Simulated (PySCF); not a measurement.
Compound: ethyl chloride, C₂H₅Cl.
Atom-mapped SMILES: `[CH3:1][CH2:2][Cl:3]` (hydrogens: H4, H5, H6 on C1; H7, H8 on C2)

The same species was optimised twice, with GFN2-xTB and with PBE0-D3(BJ)/def2-SVP (PySCF), and the same property calculations (PySCF, gas phase) were run on both structures.

```
   coordinate  GFN2-xTB  PBE0-D3(BJ)/def2-SVP  change
    C1–H5 (Å)     1.088                 1.102  +0.014
    C1–H4 (Å)     1.087                 1.100  +0.013
    C1–H6 (Å)     1.087                 1.100  +0.013
    C2–H7 (Å)     1.090                 1.099  +0.009
    C2–H8 (Å)     1.090                 1.099  +0.009
    C1–C2 (Å)     1.515                 1.509  -0.006
   C2–Cl3 (Å)     1.789                 1.792  +0.003
 H7–C2–H8 (°)     109.7                 108.2    -1.5
C1–C2–Cl3 (°)     110.6                 111.5    +0.9
 C2–C1–H5 (°)     109.3                 109.9    +0.6
 H4–C1–H5 (°)     108.8                 108.3    -0.5
 H4–C1–H6 (°)     108.6                 108.1    -0.5
 H5–C1–H6 (°)     108.8                 108.4    -0.4
 C2–C1–H4 (°)     110.6                 111.0    +0.4
 C1–C2–H8 (°)     111.6                 111.9    +0.3
```

Rotational constants: A = 31431, B = 5549, C = 5013 MHz (GFN2-xTB) against A = 31609, B = 5487, C = 4969 MHz (PBE0-D3(BJ)/def2-SVP). Point groups within 0.08 Å: Cs and Cs. Atoms that the bonding makes alike are paired by their places after alignment.

On the GFN2-xTB structure: HOMO (eV) -8.36 [PBE0/pcSseg-1]; LUMO (eV) 0.95 [PBE0/pcSseg-1]; dipole (D) 2.19 [PBE0/pcSseg-1]; GIAO shielding of C1 (ppm) 165.3 [PBE0/pcSseg-1]; GIAO shielding of C2 (ppm) 140.2 [PBE0/pcSseg-1]; GIAO shielding of Cl3 (ppm) 843.1 [PBE0/pcSseg-1].

Question: What do these properties become on the PBE0-D3(BJ)/def2-SVP structure?

Answer: 
| property | level | on GFN2-xTB | on PBE0-D3(BJ)/def2-SVP | change |
| --- | --- | --- | --- | --- |
| HOMO (eV) | PBE0/pcSseg-1 | -8.36 | -8.35 | +0.01 |
| LUMO (eV) | PBE0/pcSseg-1 | 0.95 | 0.92 | -0.03 |
| dipole (D) | PBE0/pcSseg-1 | 2.19 | 2.19 | 0.00 |
| energy, GFN2-xTB geometry as zero (kcal/mol) | PBE0/pcSseg-1 | 0.0 | -0.1 | -0.1 |
| GIAO shielding of C1 (ppm) | PBE0/pcSseg-1 | 165.3 | 163.6 | -1.7 |
| GIAO shielding of C2 (ppm) | PBE0/pcSseg-1 | 140.2 | 138.9 | -1.3 |
| GIAO shielding of Cl3 (ppm) | PBE0/pcSseg-1 | 843.1 | 839.7 | -3.4 |

The heavy atoms differ by 0.008 Å rms after alignment. Among all bonds C1–H4, C1–H5 and C1–H6 change most and about equally (+0.013 to +0.014 Å). Changes are differences of the printed values. Neither structure is proved a minimum here.
